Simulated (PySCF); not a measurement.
# MP2/STO-3G run of MgO (magnesium oxide)

Aim: the vertical ionisation energy of MgO (magnesium oxide) at MP2/STO-3G, from 2 runs. The job is set up through a Python script.

The calculation is run with PySCF 2.14.0.

12 further runs of the same task are left out: 5 that didn't finish, 7 set aside as unsound or not needed.

## (1) The structure to begin with

MgO: 2 atoms, total charge 0, spin state singlet. As SMILES, `[O]=[Mg]`. The coordinates come from a PBE0-D4/def2-TZVP relaxation.

Bond lengths: O1–Mg2 1.733 Å.

## (2) A single-point energy at MP2/STO-3G

run.py reads:

```python
from pyscf import gto, mp

mol = gto.Mole()
mol.atom = '''
O      0.000000     0.000000    -0.045320
Mg     0.000000     0.000000     1.687290
'''
mol.verbose = 4
mol.max_memory = 1860
mol.basis = 'sto-3g'
mol.build()

mf = mol.RHF()
mf.conv_tol = 1e-10
mf.kernel()
if not mf.converged:
    mf = mf.newton().run(mf.mo_coeff, mf.mo_occ)

pt = mp.MP2(mf, frozen=2).run()
e_tot = pt.e_tot
print(f'total energy: {e_tot:.8f} hartree')
```

Launch:

```
$ OMP_NUM_THREADS=1 python run.py
```

The program printed:

```text
PySCF version 2.14.0

[INPUT] num. atoms = 2
[INPUT] num. electrons = 20
[INPUT] charge = 0
[INPUT] spin (= nelec alpha-beta = 2S) = 0
[INPUT] symmetry False subgroup None
[INPUT] Mole.unit = angstrom
[INPUT] Symbol           X                Y                Z      unit          X                Y                Z       unit  Magmom
[INPUT]  1 O      0.000000000000   0.000000000000  -0.045320000000 AA    0.000000000000   0.000000000000  -0.085642387965 Bohr   0.0
[INPUT]  2 Mg     0.000000000000   0.000000000000   1.687290000000 AA    0.000000000000   0.000000000000   3.188515992717 Bohr   0.0

nuclear repulsion = 29.3205119722961
number of shells = 8
number of NR pGTOs = 42
number of NR cGTOs = 14
basis = sto-3g
ecp = {}

******** <class 'pyscf.scf.hf.RHF'> ********
method = RHF
initial guess = minao
damping factor = 0
level_shift factor = 0
DIIS = <class 'pyscf.scf.diis.CDIIS'>
diis_start_cycle = 1
diis_space = 8
diis_damp = 0
SCF conv_tol = 1e-10
SCF conv_tol_grad = None
SCF max_cycles = 50
direct_scf = True
direct_scf_tol = 1e-13
Set gradient conv threshold to 1e-05
Initial guess from minao.
init E= -270.426115735399
  HOMO = -0.44649021224196  LUMO = -0.0372960180655546  gap/eV = 11.13474
cycle= 1 E= -270.410824955103  delta_E= 0.0153  |g|= 0.677  |ddm|= 2.29
  HOMO = 0.254321355787589  LUMO = 0.297740625174397  gap/eV = 1.18150
cycle= 2 E= -269.134932721724  delta_E= 1.28  |g|= 2.46  |ddm|= 3.71
  HOMO = 0.0628980348064737  LUMO = 0.250772265133144  gap/eV = 5.11232
cycle= 3 E= -270.712471693916  delta_E= -1.58  |g|= 0.364  |ddm|= 2.06
  HOMO = -0.112263178215446  LUMO = 0.293547317978953  gap/eV = 11.04267
cycle= 4 E= -270.765010919357  delta_E= -0.0525  |g|= 0.0723  |ddm|= 0.466
  HOMO = -0.116634249092727  LUMO = 0.295713596670352  gap/eV = 11.22056
cycle= 5 E= -270.769153188152  delta_E= -0.00414  |g|= 0.0353  |ddm|= 0.155
  HOMO = -0.110184399198095  LUMO = 0.298388445312425  gap/eV = 11.11783
cycle= 6 E= -270.770956620019  delta_E= -0.0018  |g|= 0.00974  |ddm|= 0.256
  HOMO = -0.112561650006023  LUMO = 0.296480277560142  gap/eV = 11.13060
cycle= 7 E= -270.771041265787  delta_E= -8.46e-05  |g|= 0.00142  |ddm|= 0.0492
  HOMO = -0.113224931725318  LUMO = 0.297236090897  gap/eV = 11.16921
cycle= 8 E= -270.771043168989  delta_E= -1.9e-06  |g|= 0.000325  |ddm|= 0.00885
  HOMO = -0.113212059782867  LUMO = 0.297137200997585  gap/eV = 11.16617
cycle= 9 E= -270.771043366017  delta_E= -1.97e-07  |g|= 7.35e-06  |ddm|= 0.00231
  HOMO = -0.113209872368749  LUMO = 0.297137153568037  gap/eV = 11.16611
cycle= 10 E= -270.771043366061  delta_E= -4.39e-11  |g|= 1.84e-06  |ddm|= 2.74e-05
  HOMO = -0.113209939522599  LUMO = 0.297137806968697  gap/eV = 11.16613
Extra cycle  E= -270.771043366062  delta_E= -1.08e-12  |g|= 1.27e-06  |ddm|= 5.78e-06
converged SCF energy = -270.771043366062

******** <class 'pyscf.mp.mp2.RMP2'> ********
nocc = 8, nmo = 12
frozen orbitals 2
E(RMP2) = -270.865665185956  E_corr = -0.0946218198939308
E(SCS-RMP2) = -270.868437320456  E_corr = -0.0973939543942751
E_corr(same-spin) = -0.0186371878597406
E_corr(oppo-spin) = -0.0759846320341902
total energy: -270.86566519 hartree
```

Wall time 0.76 s (1 thread of Arm Neoverse V1, shared host); peak memory 0.12 GiB.

## (3) The doublet cation

job.py reads:

```python
from pyscf import gto, scf, mp

system = gto.M(
    atom='''
O        0.000000       0.000000      -0.045320
Mg       0.000000       0.000000       1.687290
''',
    verbose=4,
    basis='sto-3g',
    spin=1,
    max_memory=1860,
    charge=1,
)

myscf = scf.UHF(system)
myscf.conv_tol = 1e-10
myscf.kernel()
if not myscf.converged:
    myscf = myscf.newton().run(myscf.mo_coeff, myscf.mo_occ)

pt = mp.MP2(myscf, frozen=2).run()
energy = pt.e_tot
print('Final energy', energy)
```

Launch:

```
$ OMP_NUM_THREADS=1 python job.py
```

The program printed:

```text
PySCF version 2.14.0

[INPUT] num. atoms = 2
[INPUT] num. electrons = 19
[INPUT] charge = 1
[INPUT] spin (= nelec alpha-beta = 2S) = 1
[INPUT] symmetry False subgroup None
[INPUT] Mole.unit = angstrom
[INPUT] Symbol           X                Y                Z      unit          X                Y                Z       unit  Magmom
[INPUT]  1 O      0.000000000000   0.000000000000  -0.045320000000 AA    0.000000000000   0.000000000000  -0.085642387965 Bohr   0.0
[INPUT]  2 Mg     0.000000000000   0.000000000000   1.687290000000 AA    0.000000000000   0.000000000000   3.188515992717 Bohr   0.0

nuclear repulsion = 29.3205119722961
number of shells = 8
number of NR pGTOs = 42
number of NR cGTOs = 14
basis = sto-3g
ecp = {}

******** <class 'pyscf.scf.uhf.UHF'> ********
method = UHF
initial guess = minao
damping factor = 0
level_shift factor = 0
DIIS = <class 'pyscf.scf.diis.CDIIS'>
diis_start_cycle = 1
diis_space = 8
diis_damp = 0
SCF conv_tol = 1e-10
SCF conv_tol_grad = None
SCF max_cycles = 50
direct_scf = True
direct_scf_tol = 1e-13
number electrons alpha = 10  beta = 9
Set gradient conv threshold to 1e-05
init E= -270.426115735399
[... the frontier-level lines of each cycle are left out ...]


cycle= 1 E= -270.738535907037  delta_E= -0.312  |g|= 0.213  |ddm|= 1.71
cycle= 2 E= -270.781251550723  delta_E= -0.0427  |g|= 0.0583  |ddm|= 0.512
cycle= 3 E= -270.784089165219  delta_E= -0.00284  |g|= 0.0158  |ddm|= 0.0921
cycle= 4 E= -270.784846082313  delta_E= -0.000757  |g|= 0.0112  |ddm|= 0.0588
cycle= 5 E= -270.785706023655  delta_E= -0.00086  |g|= 0.00982  |ddm|= 0.0789
cycle= 6 E= -270.787409093735  delta_E= -0.0017  |g|= 0.00791  |ddm|= 0.196
cycle= 7 E= -270.78842515702  delta_E= -0.00102  |g|= 0.00766  |ddm|= 0.239
cycle= 8 E= -270.788009807447  delta_E= 0.000415  |g|= 0.00645  |ddm|= 0.142
cycle= 9 E= -270.788344459347  delta_E= -0.000335  |g|= 0.00837  |ddm|= 0.27
cycle= 10 E= -270.788522082701  delta_E= -0.000178  |g|= 0.000828  |ddm|= 0.108
cycle= 11 E= -270.78853313852  delta_E= -1.11e-05  |g|= 0.000386  |ddm|= 0.0313
cycle= 12 E= -270.78853353908  delta_E= -4.01e-07  |g|= 4.25e-05  |ddm|= 0.00415
cycle= 13 E= -270.78853354059  delta_E= -1.51e-09  |g|= 9.24e-06  |ddm|= 0.000132
cycle= 14 E= -270.788533541491  delta_E= -9.01e-10  |g|= 2.12e-06  |ddm|= 0.000271
cycle= 15 E= -270.788533541512  delta_E= -2.11e-11  |g|= 1.03e-07  |ddm|= 3.46e-05
Extra cycle  E= -270.788533541512  delta_E= -5.68e-14  |g|= 5.56e-08  |ddm|= 2.56e-07
converged SCF energy = -270.788533541512  <S^2> = 0.9935252  2S+1 = 2.2302692

******** <class 'pyscf.mp.ump2.UMP2'> ********
nocc = (np.int64(8), np.int64(7)), nmo = (12, 12)
frozen orbitals 2
E(UMP2) = -270.827214040358  E_corr = -0.0386804988460417
E(SCS-UMP2) = -270.826873283568  E_corr = -0.0383397420565068
E_corr(same-spin) = -0.00931944987547295
E_corr(oppo-spin) = -0.0293610489705687
Final energy -270.82721404035794
```

Wall time 0.83 s (1 thread of Arm Neoverse V1, shared host); peak memory 0.11 GiB.

## (4) Outcome

Level: MP2/STO-3G, 2 core orbitals frozen.

| quantity | value |
| --- | --- |
| singlet MgO: total energy | -270.86567 Eh |
| singlet MgO: dipole moment (Hartree–Fock density) | 5.13 D |
| singlet MgO: HOMO energy (Hartree–Fock orbitals) | -3.08 eV |
| singlet MgO: LUMO energy (Hartree–Fock orbitals) | 8.09 eV |
| singlet MgO: HOMO–LUMO gap (Hartree–Fock orbitals) | 11.17 eV |
| singlet MgO: correlation energy (2 core orbitals frozen) | -94.6 mEh |
| doublet cation: total energy | -270.82721 Eh |
| doublet cation: HOMO energy (Hartree–Fock orbitals) (highest over α and β) | -12.82 eV |
| doublet cation: LUMO energy (Hartree–Fock orbitals) (lowest over α and β) | -1.48 eV |
| doublet cation: correlation energy (2 core orbitals frozen) | -38.7 mEh |
| doublet cation: ⟨S²⟩ of the reference determinant | 0.994 |
| vertical ionisation energy (to the doublet cation), in doubt | 1.046 eV |

In words: Removing an electron at fixed nuclei costs 1.05 eV (101 kJ/mol). This value lies far from the orbital energy or is too small for a neutral ground state: the hole may sit in another orbital, or the first species is not in its lowest state. In a minimal basis such a difference can be off by several eV, whatever the method. ⟨S²⟩ (doublet cation) is 0.99 where a pure doublet has 0.75: the reference is spin-contaminated.
